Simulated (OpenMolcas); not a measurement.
**SOF2 (thionyl fluoride): TPSS0/def2-TZVPD (RICD fitting)**

What is the vertical electron affinity of SOF2 (thionyl fluoride) at TPSS0/def2-TZVPD (RICD fitting)? 

Program for the calculation: OpenMolcas 26.06.

## 1. The system as given

SOF2 has 4 atoms, charge 0, and is taken as a singlet. As SMILES, `O=S(F)F`. The shape is that of a PBE0-D4/def2-TZVP optimisation.

Bond lengths: O1–S2 1.419 Å, S2–F3 1.588 Å, S2–F4 1.588 Å. Angles: O1–S2–F3 106.5°, O1–S2–F4 106.4°, F3–S2–F4 93.0°.

## 2. A single-point energy at TPSS0/def2-TZVPD (RICD fitting)

The input, job.inp:

```
&GATEWAY
 BASLIB = $CurrDir
 COORD
 4
 angstrom
 O        0.932400       0.066600      -1.017800
 S       -0.151300      -0.426200      -0.245700
 F       -1.124400       0.804200       0.000400
 F        0.343300      -0.444600       1.263100
 BASIS = def2-TZVPD
 GROUP = NoSym
 RICD

&SEWARD

&SCF
 KSDFT = HYB_MGGA_XC_TPSS0
 PRORBITALS = 1 1
```

The basis set def2-TZVPD is read from a file made from the Basis Set Exchange's data (not shown).

Launch:

```bash
$ export MOLCAS_MEM=1860
$ pymolcas job.inp > job.log
```

What it wrote:

```text
--- Start Module: gateway ---
[...]
--- Stop Module: gateway /rc=_RC_ALL_IS_WELL_ ---
--- Start Module: seward ---
[...]
      Basis functions          166
--- Stop Module: seward /rc=_RC_ALL_IS_WELL_ ---
[...]
--- Start Module: scf ---
[...]
       Convergence after  13 Iterations
[...]
::    Total KS-DFT energy                            -673.1846974525
[...]
      Total spin, S                                     0.0000000000
[...]
      Total electronic charge=   42.000000
      Total            charge=   -0.000000
[...]
      Dipole Moment (debye):
      Origin of the operator (angstrom)=   -0.0554   -0.0666   -0.0015
                   X= -1.0943E+00               Y= -1.1983E+00               Z=  8.6398E-02           Total=  1.6251E+00
      Quadrupole Moment (debye*angstrom):
[...]
--- Stop Module: scf /rc=_RC_ALL_IS_WELL_ ---
[...]
```

It took 26 s on 1 thread of Arm Neoverse V1, shared host; peak memory 0.15 GiB.

## 3. The doublet anion

The input, job.input:

```
&gateway
 baslib=$CurrDir
 coord
 4
 angstrom
 O        0.932400       0.066600      -1.017800
 S       -0.151300      -0.426200      -0.245700
 F       -1.124400       0.804200       0.000400
 F        0.343300      -0.444600       1.263100
 basis=def2-TZVPD
 group=NoSym
 ricd

&seward

&scf
 uhf
 charge=-1
 spin=2
 ksdft=HYB_MGGA_XC_TPSS0
 prorbitals=1 1
```

The basis set def2-TZVPD is read from a file made from the Basis Set Exchange's data (not shown).

Launch:

```bash
$ export MOLCAS_MEM=1860
$ pymolcas job.input > job.log
```

What it wrote:

```text
--- Start Module: gateway ---
[...]
--- Stop Module: gateway /rc=_RC_ALL_IS_WELL_ ---
--- Start Module: seward ---
[...]
      Basis functions          166
--- Stop Module: seward /rc=_RC_ALL_IS_WELL_ ---
[...]
--- Start Module: scf ---
[...]
       Convergence after  19 Iterations
[...]
::    Total KS-DFT energy                            -673.1591157185
[...]
      Total spin, S                                     0.5012443777
[...]
      Total electronic charge=   43.000000
      Total            charge=   -1.000000
[...]
      Dipole Moment (debye):
      Origin of the operator (angstrom)=   -0.0554   -0.0666   -0.0015
                   X=  3.9930E-01               Y=  2.0159E+00               Z=  1.5306E+00           Total=  2.5624E+00
      Center of Charge (angstrom)
[...]
--- Stop Module: scf /rc=_RC_ALL_IS_WELL_ ---
[...]
```

Run time: 72 s. Hardware: 1 thread of Arm Neoverse V1, shared host; peak memory 0.15 GiB.

## 4. Summary of results

At TPSS0/def2-TZVPD (RICD fitting):

| quantity | value |
| --- | --- |
| singlet SOF2: total energy | -673.18470 Eh |
| singlet SOF2: dipole moment | 1.63 D |
| singlet SOF2: HOMO energy | -9.84 eV |
| singlet SOF2: LUMO energy | -1.24 eV |
| singlet SOF2: HOMO–LUMO gap | 8.60 eV |
| doublet anion: total energy | -673.15912 Eh |
| doublet anion: HOMO energy (highest over α and β) | 2.16 eV |
| doublet anion: LUMO energy (lowest over α and β) | 3.64 eV |
| doublet anion: ⟨S²⟩ | 0.752 |
| vertical electron affinity (to the doublet anion) | -0.696 eV |

What this shows: This program's gradients are faulty for this kind of reference, so any forces in the log (doublet anion) can't be trusted; the energy can. The anion lies 0.70 eV (16.1 kcal/mol) above the neutral: the electron isn't bound at this level, and such a value depends on the basis. The HOMO (doublet anion) lies at positive energy, 2.16 eV; only total energies tell whether the electron is bound.
